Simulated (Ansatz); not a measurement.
Process, species as SMILES: F atom → [F-] (an electron is taken up)
B3LYP-D3(BJ)/def2-TZVP geometries, fixed; electronic energies without zero-point terms; positive where energy is released.

Basis-set convergence of the adiabatic electron affinity at CCSD(T) with Ansatz (an electronic-structure program). All functions are spherical. Cores are frozen. Open shells are unrestricted. No added dispersion term, no relativity. Functions are those of the species that has most. Reference: Hartree-Fock in aug-cc-pV5Z plus the correlation part extrapolated as X^-3 from aug-cc-pVQZ and aug-cc-pV5Z, 3.425 eV, itself unsure by roughly 0.011 eV (a third of the extrapolation step and of the last Hartree-Fock step). Deviations are taken from unrounded values.

| basis | functions | adiabatic electron affinity (eV) |
|---|---|---|
| cc-pVDZ | 14 | 0.840 |
| aug-cc-pVDZ | 23 | 3.226 |
| def2-SVP | 14 | 1.060 |
| def2-SVPD | 23 | 3.299 |
| pcseg-1 | 14 | 1.777 |
| aug-pcseg-1 | 23 | 3.311 |
| 6-311G** | 18 | 1.387 |
| 6-311+G** | 22 | 2.948 |
| cc-pVTZ | 30 | 2.123 |
| aug-cc-pVTZ | 46 | 3.312 |
| pcseg-2 | 30 | 2.886 |
| aug-pcseg-2 | 46 | 3.302 |
| def2-TZVPP | 31 | 2.591 |
| def2-TZVPPD | 40 | 3.256 |
| cc-pVQZ | 55 | 2.740 |
| aug-cc-pVQZ | 80 | 3.379 |
| def2-QZVPP | 57 | 3.071 |
| def2-QZVPPD | 66 | 3.326 |
| pcseg-3 | 60 | 3.290 |
| aug-pcseg-3 | 85 | 3.362 |
| cc-pV5Z | 91 | 3.151 |
| aug-cc-pV5Z | 127 | 3.399 |

What the diffuse functions change, pair by pair:
- cc-pVDZ to aug-cc-pVDZ: 9 more functions, deviation -2.585 to -0.199 eV
- def2-SVP to def2-SVPD: 9 more functions, deviation -2.365 to -0.126 eV
- pcseg-1 to aug-pcseg-1: 9 more functions, deviation -1.648 to -0.114 eV
- 6-311G** to 6-311+G**: 4 more functions, deviation -2.039 to -0.477 eV
- cc-pVTZ to aug-cc-pVTZ: 16 more functions, deviation -1.302 to -0.113 eV
- pcseg-2 to aug-pcseg-2: 16 more functions, deviation -0.539 to -0.123 eV
- def2-TZVPP to def2-TZVPPD: 9 more functions, deviation -0.834 to -0.169 eV
- cc-pVQZ to aug-cc-pVQZ: 25 more functions, deviation -0.685 to -0.047 eV
- def2-QZVPP to def2-QZVPPD: 9 more functions, deviation -0.354 to -0.099 eV
- pcseg-3 to aug-pcseg-3: 25 more functions, deviation -0.136 to -0.063 eV
- cc-pV5Z to aug-cc-pV5Z: 36 more functions, deviation -0.274 to -0.027 eV

Leaving out the reference's own pair, they bring the value nearer the reference by more than 0.011 eV in 10 of 10 pairs.
